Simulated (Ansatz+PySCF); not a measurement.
The numbers below are computed, except where a source is named.
**Several solutions for singlet P₂ in separate pieces**

```yaml
atoms:
  - { symbol: P, position_ang: [0.0000, 0.0000, -2.8365] }
  - { symbol: P, position_ang: [0.0000, 0.0000, 2.8365] }
```

Basis set: 6-31G (spherical functions). Charge 0, multiplicity 1.

CASSCF(10,8) was run from several starts with Ansatz (development build ahead of 0.2.0) and PySCF 2.14.0. The starts are those of the Hartree–Fock orbitals from which the active space was taken at the frontier.

```
run  program                        start  converged  energy (hartree)  <S²>
  A   Ansatz      atomic start, no search        yes        -681.37792  0.00
  B   Ansatz      stability test followed        yes        -681.37792  0.00
  C    PySCF             program defaults         no                 –     –
  D   Ansatz  search for the lowest state        yes        -681.37792  0.00
```

(1) Which runs reached the lowest solution of this kind, and what is wrong with the others?

## Answers

(1) A, B, D reached the lowest solution found. Not converged: C.
